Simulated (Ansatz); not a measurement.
Reaction (isomerisation): `C1=NCCO1` → `C=CC(N)=O`

Gas-phase electronic energies from Ansatz, PBE0-D4/def2-TZVP geometries. CCSD(T)/CBS is the MP2 limit (def2-TZVPP, def2-QZVPP) plus CCSD(T) − MP2 in def2-TZVPP, frozen cores. Functionals use def2-TZVPP. Each species was taken in one conformer, which may not be the lowest.

```csv
level,ΔE (eV)
PBE0-D4,-0.49
r2SCAN,-0.59
```

What does CCSD(T)/CBS give? (An estimate is asked.)

The calculation gave: -0.53 eV. The listed levels differ from it by 0.04, -0.06 eV.

Largest T1 diagnostic among the species: 0.015.

From PBE to PBE0 (25 % exact exchange), in def2-TZVPP and without D4, ΔE moves by +0.07 eV. In def2-TZVPP, CCSD(T) changes the Hartree–Fock value by +0.18 eV (the triples alone add +0.00 eV) and MP2 by +0.17 eV.
